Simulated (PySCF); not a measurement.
All values below come from PySCF with B3LYP-D3(BJ)/def2-TZVP. Gas-phase values, no solvent. B3LYP has the VWN-RPA correlation part, as in Gaussian. 

Reference species (SMILES): `[Cl]` (neutral, multiplicity 2).

```yaml
dipole_moment: 0.00 D
```

Changed species: `[Cl][InH]` (radical fragment; the reference has radical fragment).

Predict the effect on the dipole moment.

the dipole moment goes up by 2.97 D, to 2.97 D.
